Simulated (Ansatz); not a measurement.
One geometry of `F/C=C/CF`, several functionals.

```yaml
crystal:
  periodic: [false, false, false]
  atoms:
    - {symbol: F, position_ang: [-1.848339, 1.675475, 0.532523]}
    - {symbol: C, position_ang: [-0.668222, 1.126441, 0.226686]}
    - {symbol: C, position_ang: [-0.523797, -0.178498, 0.108000]}
    - {symbol: C, position_ang: [0.767921, -0.829990, -0.230207]}
    - {symbol: F, position_ang: [1.774593, 0.097642, -0.396058]}
    - {symbol: H, position_ang: [0.116777, 1.860146, 0.095632]}
    - {symbol: H, position_ang: [-1.379165, -0.828972, 0.260854]}
    - {symbol: H, position_ang: [0.683932, -1.402365, -1.161509]}
    - {symbol: H, position_ang: [1.076320, -1.519890, 0.564069]}
basis:
  gaussian: {orbitals: def2-TZVPP}
hamiltonian: {xc: {name: wB97M-V}}
output: {forces: true, orbitals: {seedname: orbitals}}
```

```sh
$ ansatz run in.yaml --threads 2 --pin off --events-out ev --progress --plain --max-ram 32768MiB --backend cpu
```

It prints (some lines left out):

```
Functional definition: wB97M-V
1088 factors; their error is unknown
255 factors; integrals over basis functions are off by at most 8.2e-6 eV
mean field evaluation 1: about -8607.1365 eV, gradient 3.7e1 eV
mean field evaluation 2: about -8608.5670 eV, gradient 2.7e1 eV
mean field evaluation 4: about -8609.7894 eV, gradient 1.5e0 eV
mean field evaluation 8: about -8609.8030 eV, gradient 4.2e-2 eV
mean field evaluation 16: about -8609.8003 eV, gradient 1.8e-4 eV
mean field -8609.80029097 eV, -316.4043247610 hartree, gradient 6.6e-5 eV, S^2 0.000000; 0 other end points of the search recorded, 0 dependent functions left out
reference -8609.80032908 eV, -316.4043261615 hartree; 20, 20 occupied and 191, 191 virtual orbitals, 1088 factors
Total energy: -8609.80032908 eV, -316.4043261615 hartree
Atom 0 at    -1.848339     1.675475     0.532523 Å, force    -0.279153     0.110715     0.071075 eV/Å
Atom 1 at    -0.668222     1.126441     0.226686 Å, force     0.385644    -0.150537    -0.097088 eV/Å
Atom 2 at    -0.523797    -0.178498     0.108000 Å, force    -0.236144     0.120413     0.061388 eV/Å
Atom 3 at     0.767921    -0.829990    -0.230207 Å, force    -0.007099    -0.431779    -0.027616 eV/Å
Atom 4 at     1.774593     0.097642    -0.396058 Å, force     0.173628     0.205380    -0.025908 eV/Å
Atom 5 at     0.116777     1.860146     0.095632 Å, force    -0.064402    -0.064106     0.010338 eV/Å
Atom 6 at    -1.379165    -0.828972     0.260854 Å, force     0.053283     0.060982    -0.008726 eV/Å
Atom 7 at     0.683932    -1.402365    -1.161509 Å, force     0.007820     0.068038     0.100317 eV/Å
Atom 8 at     1.076320    -1.519890     0.564069 Å, force    -0.033577     0.080894    -0.083781 eV/Å
Dipole moment:     0.004253    -0.344884    -0.024480 e Å
```

Run time 8 s (2 threads of an AMD EPYC 7R13 on a shared host); peak host memory 0.6 GiB.

Changing it to `hamiltonian: {xc: {name: B3LYP}, dispersion: d4}` (abridged; 3.7 s):

```
Functional definition: B3LYP
mean field evaluation 16: about -8612.7751 eV, gradient 6.9e-5 eV
mean field -8612.77506488 eV, -316.5136456858 hartree, gradient 1.9e-5 eV, S^2 0.000000
Total energy: -8612.98391474 eV, -316.5213207764 hartree
Atom 0 force    -0.373070     0.186027     0.097496 eV/Å
Atom 1 force     0.399462    -0.024012    -0.091991 eV/Å
Atom 2 force    -0.171273    -0.034082     0.036400 eV/Å
Atom 3 force    -0.175458    -0.423472     0.011419 eV/Å
Atom 4 force     0.321483     0.265845    -0.055438 eV/Å
Atom 5 force    -0.072663    -0.052617     0.012990 eV/Å
Atom 6 force     0.057177     0.032774    -0.011478 eV/Å
Atom 7 force     0.018953     0.021017     0.052960 eV/Å
Atom 8 force    -0.004611     0.028520    -0.052358 eV/Å
Dipole moment:     0.004963    -0.350627    -0.025026 e Å
```

B3LYP takes the VWN-RPA correlation (the form of Gaussian; ORCA's B3LYP/G).
